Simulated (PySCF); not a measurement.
Gas-phase reaction: 2 BCl + 4 H → BHCl2 + BH3

Energies from PySCF, thermal terms from the rigid-rotor harmonic-oscillator model, ideal gas at 1 bar. † marks an energy on the PBE0/def2-TZVP geometry and frequencies; other levels use their own. CCSD(T) freezes the core. Open shells (unrestricted): H (multiplicity 2); the rest are closed-shell singlets. CCSD(T) isn't extrapolated to the basis-set limit; its ΔH°(298 K) is -1326.6 kJ in def2-SVP and -1360.3 kJ in def2-TZVPP. The harmonic model lacks anharmonicity and excited electronic states, which grow with temperature; levels with a mode under 35 cm⁻¹ are left out.

| level | ΔE electronic, kJ | ΔH°(298 K), kJ | ΔS°(298 K), J/K | ΔG°(600 K), kJ |
|---|---|---|---|---|
| BLYP/def2-TZVP† | -1446 | -1369 | -429 | -1106 |
| CCSD(T)/def2-TZVPP† | -1437 | -1360 | -429 | -1097 |
| PBE0/def2-SVP† | -1471 | -1394 | -429 | -1131 |
| PBE0/def2-TZVP | -1465 | -1388 | -429 | -1124 |
| ωB97X-V/def2-TZVP† | -1483 | -1406 | -429 | -1142 |
ΔH° is lowest at ωB97X-V/def2-TZVP† and highest at CCSD(T)/def2-TZVPP†. No reference value is set beside these.
